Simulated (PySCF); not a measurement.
Species, as SMILES: C=C=O.
Geometry (B3LYP-D3(BJ)/def2-TZVP, fixed):
```xyz
5

C      0.0091     0.0017    -1.2056
C     -0.0008    -0.0001     0.1027
H      0.0282     0.9401    -1.7377
H     -0.0018    -0.9351    -1.7406
O     -0.0096    -0.0018     1.2620
```
Charge 0, spin multiplicity 1.

How fast the lowest singlet excitation energy converges with the basis for several methods (PySCF): deviation from each method's own reference, in eV. References: CAM-B3LYP 3.933 eV, the value in d-aug-cc-pVTZ; PBE 3.884 eV, the value in d-aug-cc-pVTZ; PBE0 3.977 eV, the value in d-aug-cc-pVTZ. All functions are spherical. Density fitting with generated auxiliary sets. No added dispersion term, no relativity. Tamm-Dancoff approximation, the state taken by its order.

```
basis              functions  CAM-B3LYP  PBE    PBE0
-----------------  ---------  ---------  ---  ------
6-31G**                   52     -0.032  ___  -0.026
def2-TZVP                105      0.009  ___   0.007
def2-TZVPD               132     -0.004  ___  -0.004
def2-TZVPPD              148     -0.002  ___  -0.002
6-311++G(3df,3pd)        153     -0.001  ___  -0.002
aug-pcseg-2              184     -0.004  ___  -0.002
def2-QZVPP               231      0.003  ___   0.003
def2-QZVP                231      0.003  ___   0.003
```

Some entries are withheld; supply them.


- 6-31G**, PBE: -0.034
- def2-TZVP, PBE: 0.009
- def2-TZVPD, PBE: -0.003
- def2-TZVPPD, PBE: -0.002
- 6-311++G(3df,3pd), PBE: -0.001
- aug-pcseg-2, PBE: -0.002
- def2-QZVPP, PBE: 0.004
- def2-QZVP, PBE: 0.004

Mean absolute deviation over def2-TZVP, def2-TZVPD, def2-TZVPPD, 6-311++G(3df,3pd), aug-pcseg-2: PBE 0.003, PBE0 0.004, CAM-B3LYP 0.004 eV.
